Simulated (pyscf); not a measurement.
[H₂N–AlH]• + hydrogen (H₂) → H₂N–AlH₂ + H atom (H•), a hydrogen abstraction (doublet surface; H–H broken, Al–H formed). Single points on ωB97X-D3(BJ)/def2-SVP structures (PySCF, gas phase). Energies in kcal/mol from the separated reactants.

Small-basis levels: PySCF, no dispersion term, spherical d functions. AM1 to PM7: differences of heats of formation from MOPAC, which are fitted to 298 K values and so differ in kind from electronic energies by zero-point and thermal terms. GFN2-xTB: tblite. Open shells are spin-unrestricted. 

```tsv
level	barrier	reaction energy
HF/STO-3G	16.2	+4.2
HF/6-31G*	22.0	+12.0
MP2/6-31G*	23.8	+15.0
BP86/6-31G*	22.3	+24.5
PBE/6-31G*	21.2	+21.3
B3LYP/STO-3G	11.2	+12.2
B3LYP/3-21G	22.6	+23.6
B3LYP/6-31G*	21.8	+21.6
M06-2X/6-31G*	24.8	+21.0
GFN2-xTB	-9.1	-12.2
AM1	23.2	+26.4
PM7	55.5	+66.5
ωB97M-D3(BJ)/def2-TZVP	20.2	+17.0
```

Against the last row the barrier runs from -29.3 (GFN2-xTB) to +35.3 kcal/mol (PM7). At BP86/6-31G*, B3LYP/STO-3G, B3LYP/3-21G, GFN2-xTB, AM1, PM7 this geometry lies under one side, so the entry may be no barrier of that level: it is a single point on another level's saddle. ωB97M-D3(BJ)/def2-TZVP has limits of its own. One saddle was located; it need not be the lowest between these sides. The angle at the transferred H is 174°.
